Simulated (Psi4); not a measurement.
**One shape, several levels: C2HF (fluoroacetylene)**

We compute a comparison of 4 runs (CAM-B3LYP/cc-pVTZ, M06-2X/cc-pVTZ, M06-L/cc-pVTZ, TPSS/cc-pVTZ) of C2HF (fluoroacetylene). 

The calculation is run with Psi4 1.11.

1 further run of the same task is left out (it didn't finish).

### Step 1. The molecule

C2HF: 4 atoms, total charge 0, spin state singlet. As SMILES, `C#CF`. The C1–H4 distance was set to 2.338 Å, away from the relaxed value. At this shape a bond of the SMILES string is far longer than usual.

Bond lengths: C1–C2 1.192 Å, C2–F3 1.270 Å. Angles: C1–C2–F3 180.0°.

### Step 2. Energy and forces at CAM-B3LYP/cc-pVTZ (run 1)

job.dat

```
memory 2.2 GB

molecule geom {
  0 1
  C      0.349136    -0.439254     0.280589
  C      1.013436    -1.273204     0.814619
  F      1.720766    -2.161374     1.383109
  H     -0.952830     1.196740    -0.765890
  symmetry c1
  no_reorient
  no_com
}

set globals {
  basis cc-pVTZ
  puream true
  e_convergence 1e-09
  d_convergence 1e-08
  scf_type pk
  dft_radial_points 99
  dft_spherical_points 590
}

energy_value, wavefunction = gradient("cam-b3lyp", return_wfn=True)
oeprop(wavefunction, "LOWDIN_CHARGES", "MAYER_INDICES", "WIBERG_LOWDIN_INDICES")
```

The run is started by

```bash
$ psi4 job.dat job.out -n 1
```

job.out:

```text
[...]
  Running in c1 symmetry.
[...]
  Nuclear repulsion =   53.335007375164722
[...]
  Multiplicity = 1
[...]
  Nalpha       = 11
  Nbeta        = 11
[...]
    Number of basis functions: 104
[...]
   @RKS iter   1:  -176.00782687777900   -2.63821e-01   6.69307e-03 ADIIS/DIIS
[...]
   @RKS iter  12:  -176.32220964844313   -5.91172e-12   1.65716e-09 DIIS
[...]
    Orbital Energies [Eh]
    ---------------------
    Doubly Occupied:
       1A    -24.831679     2A    -10.335846     3A    -10.292503
       4A     -1.380626     5A     -0.842229     6A     -0.702138
       7A     -0.594557     8A     -0.594557     9A     -0.413799
      10A     -0.347072    11A     -0.347072
[...]
  @RKS Final Energy:  -176.32220964844313
   => Energetics <=
    Nuclear Repulsion Energy =             53.3350073751647216
    One-Electron Energy =                -347.1618869904241365
    Two-Electron Energy =                 133.2194876544173496
    DFT Exchange-Correlation Energy =     -15.7148176876010481
    Empirical Dispersion Energy =           0.0000000000000000
    VV10 Nonlocal Energy =                  0.0000000000000000
    Total Energy =                       -176.3222096484431347
[...]
  -Total Gradient:
     Atom            X                  Y                   Z
    ------   -----------------  -----------------  -----------------
       1        0.035021914340    -0.044011055053     0.028147491559
       2        0.008513227905    -0.010692478610     0.006847821473
       3       -0.004864290316     0.006110545597    -0.003912382848
       4       -0.038671276366     0.048593521096    -0.031083271098
[...]
```

Run time: 58 s. Hardware: 1 thread of Intel Xeon at 2.50GHz (Skylake/Cascade Lake), shared host; peak memory 1.1 GiB.

### Step 3. A single-point energy at M06-2X/cc-pVTZ (run 2)

c2hf.xyz

```xyz
4
C2HF
C      0.349136    -0.439254     0.280589
C      1.013436    -1.273204     0.814619
F      1.720766    -2.161374     1.383109
H     -0.952830     1.196740    -0.765890
```

job.py

```python
import psi4

psi4.set_memory('2200 MB')
psi4.set_num_threads(1)
psi4.set_output_file('run.log', False)

with open('c2hf.xyz') as f:
    atoms = ''.join(f.readlines()[2:])
m = psi4.geometry('0 1\n' + atoms + 'symmetry c1\nno_reorient\nno_com')

psi4.set_options({
    'basis': 'cc-pVTZ',
    'puream': True,
    'e_convergence': 1e-09,
    'd_convergence': 1e-08,
    'scf_type': 'pk',
    'dft_radial_points': 99,
    'dft_spherical_points': 590,
})

result = psi4.energy("M06-2X", molecule=m)
print(f'M06-2X energy: {result:.10f} Eh')
```

The run is started by

```bash
$ python job.py
```

run.log:

```text
[...]
  Running in c1 symmetry.
[...]
  Nuclear repulsion =   53.335007375164722
[...]
  Multiplicity = 1
[...]
  Nalpha       = 11
  Nbeta        = 11
[...]
    Number of basis functions: 104
[...]
   @RKS iter   1:  -176.03308248889132   -2.51835e-01   6.33260e-03 ADIIS/DIIS
[...]
   @RKS iter  11:  -176.32602037396035   -1.08571e-10   7.58648e-09 DIIS
[...]
  @RKS Final Energy:  -176.32602037396035
   => Energetics <=
    Nuclear Repulsion Energy =             53.3350073751647216
    One-Electron Energy =                -347.0790455146077420
    Two-Electron Energy =                 127.7030863957372588
    DFT Exchange-Correlation Energy =     -10.2850686302545835
    Empirical Dispersion Energy =           0.0000000000000000
    VV10 Nonlocal Energy =                  0.0000000000000000
    Total Energy =                       -176.3260203739603469
[...]
 Multipole Moments:
 ------------------------------------------------------------------------------------
     Multipole            Electronic (a.u.)      Nuclear  (a.u.)        Total (a.u.)
 ------------------------------------------------------------------------------------
 L = 1.  Multiply by 2.5417464519 to convert [e a0] to [Debye]
 Dipole X            :        -43.3977605           42.9147279           -0.4830326
 Dipole Y            :         54.5217266          -53.9145931            0.6071335
 Dipole Z            :        -34.8820340           34.4938116           -0.3882225
 Magnitude           :                                                    0.8675530
[...]
```

The script printed:

```text
M06-2X energy: -176.3260203740 Eh
```

Wall time 48 s (1 thread of Intel Xeon at 2.50GHz (Skylake/Cascade Lake), shared host); peak memory 1.1 GiB.

Run 3 isn't shown in full; the table further down has it.

### Step 4. Energy and forces at TPSS/cc-pVTZ (run 4)

calc.in

```
memory 2.2 GB

molecule molecule1 {
  0 1
  C      0.349136    -0.439254     0.280589
  C      1.013436    -1.273204     0.814619
  F      1.720766    -2.161374     1.383109
  H     -0.952830     1.196740    -0.765890
  symmetry c1
  no_reorient
  no_com
}

set {
  basis                cc-pVTZ
  reference            rks
  puream               true
  e_convergence        1e-09
  d_convergence        1e-08
  scf_type             pk
  dft_radial_points    99
  dft_spherical_points 590
}

energy_value, wavefunction = gradient("tpss", return_wfn=True)
```

The run is started by

```bash
$ psi4 -i calc.in -o calc.out -n 1
```

calc.out:

```text
[...]
  Running in c1 symmetry.
[...]
  Nuclear repulsion =   53.335007375164722
[...]
  Multiplicity = 1
[...]
  Nalpha       = 11
  Nbeta        = 11
[...]
    Number of basis functions: 104
[...]
   @RKS iter   1:  -175.88446272309037    1.97108e-01   8.57706e-03 DIIS/ADIIS
[...]
   @RKS iter  16:  -176.42056251731455   -6.45173e-12   2.82508e-09 DIIS
[...]
    Orbital Energies [Eh]
    ---------------------
    Doubly Occupied:
       1A    -24.486685     2A    -10.070496     3A    -10.030080
       4A     -1.223244     5A     -0.704883     6A     -0.574741
       7A     -0.462099     8A     -0.462099     9A     -0.331227
      10A     -0.249043    11A     -0.249043
[...]
  @RKS Final Energy:  -176.42056251731455
   => Energetics <=
    Nuclear Repulsion Energy =             53.3350073751647216
    One-Electron Energy =                -347.1451146451578325
    Two-Electron Energy =                 138.8254864771951702
    DFT Exchange-Correlation Energy =     -21.4359417245165886
    Empirical Dispersion Energy =           0.0000000000000000
    VV10 Nonlocal Energy =                  0.0000000000000000
    Total Energy =                       -176.4205625173145506
[...]
  -Total Gradient:
     Atom            X                  Y                   Z
    ------   -----------------  -----------------  -----------------
       1        0.046758592768    -0.058723241119     0.037586813624
       2       -0.001582968685     0.001961416604    -0.001274117073
       3       -0.011224858929     0.014103255532    -0.009022945648
       4       -0.033952033616     0.042660146514    -0.027290768894
[...]
```

It took 1.7 min on 1 thread of Intel Xeon at 2.50GHz (Skylake/Cascade Lake), shared host; peak memory 1.1 GiB.

### Step 5. The series

```csv
run,level,task,properties,energy (Eh),dipole moment (D),HOMO energy (eV),LUMO energy (eV),wall time
1,CAM-B3LYP/cc-pVTZ,gradient,"(lowdin, mayer, wiberg)",-176.322210,1.99,-9.44,-4.26,58 s
2,M06-2X/cc-pVTZ,energy,–,-176.326020,2.21,-9.38,-4.48,48 s
3,M06-L/cc-pVTZ,energy,"(mayer, lowdin, wiberg)",-176.364084,1.59,-6.89,-6.16,63 s
4,TPSS/cc-pVTZ,gradient,–,-176.420563,1.56,-6.78,-6.17,1.7 min
```

### Step 6. What came out

| quantity | value |
| --- | --- |
| run 4: total energy | -176.42056 Eh |
| run 4: dipole moment | 1.56 D |
| run 4: HOMO energy | -6.78 eV |
| run 4: LUMO energy | -6.17 eV |
| run 4: HOMO–LUMO gap | 0.60 eV |
| run 4: largest force on an atom | 4.317 eV/Å |

**Reading.** The dipole moment (its size) runs from 1.56 D (TPSS/cc-pVTZ) to 2.21 D (M06-2X/cc-pVTZ). The HOMO–LUMO gap runs from 0.60 eV (TPSS/cc-pVTZ) to 5.18 eV (CAM-B3LYP/cc-pVTZ). Totals of different functionals can't be ranked against each other. In runs 1, 2, 3, 4 a closed-shell determinant meets a far-stretched bond, which it describes badly. All runs together took 4.5 min, the longest 1.7 min.
